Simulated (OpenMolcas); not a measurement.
# P4 (SMILES P12P3P1P23): B97-2/pcseg-2

What is the vertical ionisation energy of P4 at B97-2/pcseg-2? 

The results are computed with OpenMolcas 26.06.

2 further runs of the same task are left out: 2 that didn't finish.

## (1) The system as given

The species is P4 (4 atoms), meant as a singlet with charge 0. SMILES: `P12P3P1P23`. The coordinates come from a PBE0-D4/def2-TZVP relaxation.

Bond lengths: P1–P2 2.184 Å, P1–P3 2.184 Å, P2–P3 2.184 Å, P1–P4 2.184 Å, P2–P4 2.184 Å, P3–P4 2.184 Å. Some angles: P1–P2–P3 60.0°, P1–P2–P4 60.0°, P3–P2–P4 60.0°, P2–P1–P3 60.0°, P2–P1–P4 60.0°, P3–P1–P4 60.0°, P1–P3–P2 60.0°, P1–P3–P4 60.0°, P2–P3–P4 60.0°, P1–P4–P2 60.0°.

## (2) Energy and gradient at B97-2/pcseg-2

job.input

```
&GATEWAY
  BasLib
  $CurrDir
  Coord
  4
  bohr
  P     -1.36967350    -0.18897261     2.11535942
  P      2.44700636     0.20749193     0.59658654
  P     -0.34959933    -2.06301401    -1.41691665
  P     -0.72773353     2.04449469    -1.29484034
  Basis
  pcseg-2
  Group
  NoSym

&SEWARD

&SCF
  KSDFT
  HYB_GGA_XC_B97_2
  PrOrbitals
  0

&ALASKA
```

The basis set pcseg-2 is read from a file made from the Basis Set Exchange's data (not shown).

Command:

```
$ export MOLCAS_MEM=1860
$ pymolcas job.input > job.log
```

Log:

```text
--- Start Module: gateway ---
[...]
--- Stop Module: gateway /rc=_RC_ALL_IS_WELL_ ---
[...]
      Basis functions          136
[...]
--- Start Module: scf ---
[...]
       Convergence after  10 Iterations
[...]
::    Total KS-DFT energy                           -1365.6112948947
[...]
      Total spin, S                                     0.0000000000
[...]
      Total electronic charge=   60.000000
      Total            charge=   -0.000000
[...]
      Dipole Moment (debye):
      Origin of the operator (angstrom)=   -0.0000    0.0000    0.0000
                   X= -4.7551E-05               Y=  2.1816E-06               Z= -3.6053E-05           Total=  5.9713E-05
      Quadrupole Moment (debye*angstrom):
[...]
--- Stop Module: scf /rc=_RC_ALL_IS_WELL_ ---
[...]
--- Start Module: alaska ---
[...]
 *              Molecular gradients               *
 **************************************************
  Irreducible representation: a
 ------------------------------------------------------------------------------------------
                              X                       Y                       Z
 ------------------------------------------------------------------------------------------
  P1               -2.29707112717037E-03   -3.24814616951219E-04    3.54446198645775E-03
  P2                4.13697119089562E-03    3.64637377687327E-04    1.00687209471850E-03
  P3               -6.08417308345821E-04   -3.46011473495267E-03   -2.38793611464061E-03
  P4               -1.23148275532969E-03    3.42029197446436E-03   -2.16339796645570E-03
 ------------------------------------------------------------------------------------------
--- Stop Module: alaska /rc=_RC_ALL_IS_WELL_ ---
[...]
```

It took 44 s on 1 thread of Arm Neoverse V1, shared host; peak memory 1 GiB.

## (3) The doublet cation, same level

job.inp

```
&gateway
  baslib = $CurrDir
  coord
  4
  bohr
  P     -1.36967350    -0.18897261     2.11535942
  P      2.44700636     0.20749193     0.59658654
  P     -0.34959933    -2.06301401    -1.41691665
  P     -0.72773353     2.04449469    -1.29484034
  basis = pcseg-2
  group = NoSym

&seward

&scf
  uhf
  charge = 1
  spin = 2
  ksdft = HYB_GGA_XC_B97_2
  prorbitals = 0

&alaska
```

The basis set pcseg-2 is read from a file made from the Basis Set Exchange's data (not shown).

Command:

```
$ export MOLCAS_MEM=1860
$ pymolcas job.inp > job.log
```

Log:

```text
--- Start Module: gateway ---
[...]
--- Stop Module: gateway /rc=_RC_ALL_IS_WELL_ ---
[...]
      Basis functions          136
[...]
--- Start Module: scf ---
[...]
       Convergence after  34 Iterations
[...]
::    Total KS-DFT energy                           -1365.2577385461
[...]
      Total spin, S                                     0.5022409929
[...]
      Total electronic charge=   59.000000
      Total            charge=    1.000000
[...]
      Dipole Moment (debye):
      Origin of the operator (angstrom)=   -0.0000    0.0000    0.0000
                   X=  9.5239E-05               Y=  1.0057E-04               Z= -1.5163E-05           Total=  1.3933E-04
      Center of Charge (angstrom)
[...]
--- Stop Module: scf /rc=_RC_ALL_IS_WELL_ ---
[...]
--- Start Module: alaska ---
[...]
 *              Molecular gradients               *
 **************************************************
  Irreducible representation: a
 ------------------------------------------------------------------------------------------
                              X                       Y                       Z
 ------------------------------------------------------------------------------------------
  P1               -5.62913185152780E-03   -3.16713955904193E-02   -2.11501102631964E-02
  P2               -1.05339923987486E-02    3.14000114433863E-02   -1.96101206308974E-02
  P3               -2.11329247842507E-02   -3.36247934262346E-03    3.19967032209334E-02
  P4                3.72960490346159E-02    3.63386348956141E-03    8.76352767308930E-03
 ------------------------------------------------------------------------------------------
--- Stop Module: alaska /rc=_RC_ALL_IS_WELL_ ---
[...]
```

Wall time 97 s (1 thread of Arm Neoverse V1, shared host); peak memory 1 GiB.

## (4) Outcome

Level: B97-2/pcseg-2.

```
                                          quantity           value
                          singlet P4: total energy  -1365.61129 Eh
                         singlet P4: dipole moment          0.00 D
                           singlet P4: HOMO energy        -7.46 eV
                           singlet P4: LUMO energy        -0.84 eV
                         singlet P4: HOMO–LUMO gap         6.62 eV
              singlet P4: largest force on an atom      0.220 eV/Å
                      doublet cation: total energy  -1365.25774 Eh
doublet cation: HOMO energy (highest over α and β)       -13.32 eV
 doublet cation: LUMO energy (lowest over α and β)       -11.80 eV
                              doublet cation: ⟨S²⟩           0.754
          doublet cation: largest force on an atom      1.980 eV/Å
vertical ionisation energy (to the doublet cation)        9.621 eV
```

Removing an electron at fixed nuclei costs 9.62 eV (928 kJ/mol). −ε(HOMO) before ionisation, 7.46 eV, is 2.16 eV below this ionisation energy.
